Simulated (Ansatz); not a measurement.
A rate constant, worked out

An elementary step of CH7BO, closed shell (CH₅B ([BH2][CH3]) + H₂O → BH₃O ([BH2][OH]) + CH₄; B–C, H–O broken or loosened, B–O, C–H formed or tightened). The start structure is the complex of the reactants, bound by 0.45 eV, and the electronic barrier above it is 1.233 eV by CCSD(T) at an estimated basis limit (MP2 extrapolated from triple and quadruple zeta, plus CCSD(T) − MP2 in triple zeta). Computed with Ansatz 0.2.0 (basis: def2-TZVPP and def2-QZVPP); correlated methods freeze the cores. Extrapolation: Hartree–Fock as exp(−7.88 √X), correlation as X^−2.97. Harmonic wavenumbers at PBE0-D4/def2-TZVP (Ansatz 0.2.0), in cm⁻¹:

Start: 123, 206, 282, 433, 596, 659, 679, 816, 954, 995, 1059, 1156, 1221, 1327, 1462, 1469, 1626, 2456, 2520, 3016, 3080, 3101, 3795, 3895.

Saddle: 1346i, 165, 397, 521, 638, 677, 809, 822, 846, 995, 1046, 1157, 1183, 1217, 1296, 1465, 1485, 2022, 2549, 2631, 3047, 3131, 3141, 3877.

(1) Work out the transition-state-theory rate constant at 700 K from these numbers alone (harmonic vibrations; rotation, path degeneracy and anharmonicity left out), and the Wigner tunnelling factor. Use 1 cm⁻¹ = 1.2398 × 10⁻⁴ eV and k_B = 8.617 × 10⁻⁵ eV/K.

No T1 diagnostic of these runs exceeds 0.012.

Results:

(1) Zero-point energies, half the sums: start 36926/2 cm⁻¹ = 2.2891 eV; saddle, real modes only, 35117/2 cm⁻¹ = 2.1770 eV.
Barrier with zero-point energy: 1.233 + 2.1770 − 2.2891 = 1.1209 eV.
k_BT = 0.06032 eV, so the barrier is 18.58 k_BT.
Vibrational partition functions from the zero-point level, ln q = −Σ ln(1 − exp(−hν/k_BT)): start 5.866, saddle 4.196.
k = (k_BT/h) exp(ln q‡ − ln q) exp(−E0/k_BT), with log₁₀(k_BT/h in s⁻¹) = 13.16: log₁₀ k = 13.16 + (-1.670 − 18.58)/2.3026 = 4.37, so k ≈ 2 × 10^(4) s⁻¹.
Wigner factor: 1 + (hν‡/k_BT)²/24 = 1 + (2.77)²/24 = 1.32. A change of 1 kcal/mol (0.043 eV) in the barrier would change k by a factor of 2.1 at this temperature.

The step is the kind of ligand exchange by which a precursor binds to a hydroxyl group, or is hydrolysed, in atomic layer deposition of oxides.

Labels in which every atom is bracketed show which atoms are joined, not bond orders.

For scale, one of the runs: CCSD(T)/def2-TZVPP, 191 basis functions (an equivalent command: `ansatz run in.yaml --threads 2`). Time: 23 s of wall clock on 2 CPU threads; the host was shared. Peak host memory: 2.4 GiB.
